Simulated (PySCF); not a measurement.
Telling isomers of C$_{4}$H$_{4}$N$_{2}$ apart by NMR

- NMR shieldings at PBE0/pcSseg-1/GIAO
- coordinates at the PBE0-D3(BJ)/def2-SVP level
- J couplings at B3LYP/pcJ-1 (spin–dipole term left out of most H,H and C,H couplings)
- run in PySCF 2.14
- non-relativistic, no solvent model, one computed conformer, averaged over atoms made equivalent by symmetry, fast rotation or ring inversion

References, each an isolated molecule treated in the same way: TMS for ¹H (σ = 31.27 ppm) and ¹³C (σ = 184.41 ppm). Multiplet labels drop J under 1 Hz and among equivalent protons, and merge close values. Unscaled 3J(H,H) run several per cent high. Shifts are as computed. Against solution values, carbons near 30 ppm lie about +2 ppm off and those near 130 ppm about +5 ppm. Of 1211 compounds with measured shifts, 218 miss one by over three times the rms of a fit or turn the order of signals round; such compounds aren't used in these exercises. Across acyclic CH2–CH2 and CH–CH2 bonds, 3J(H,H) assumes equally populated rotamers.

(1) Tabulate the signals of `c1cncnc1`, `N#CCCC#N` and their relative energies.

(2) What is the quickest way to tell c1cncnc1 from N#CCCC#N?

Answers

(1) 
```json
{"SMILES": "c1cncnc1", "carbon types": "4×CH", "δC": "166.1, 162.8, 126.7", "δH": "9.42 (d, 1H), 8.82 (d, 2H), 7.13 (td, 1H)", "E rel. (kcal/mol)": "0.0"}
{"SMILES": "N#CCCC#N", "carbon types": "2×C 2×CH2", "δC": "121.3, 15.8", "δH": "2.35 (s, 4H)", "E rel. (kcal/mol)": "16.5"}
```

Energies are electronic energies at PBE0/pcSseg-1 on these geometries, without zero-point or thermal terms, each for the one conformer computed, which needn't be the lowest.

(2) Count the carbon signals: 3 against 2. The first has an aromatic CH between two ring heteroatoms at 166.1 ppm, the second a nitrile carbon (C) at 121.3 ppm. In the proton spectra the most deshielded non-exchanging signals are 9.42 (d, J = 1.6 Hz, 1H) and 2.35 (s, 4H).
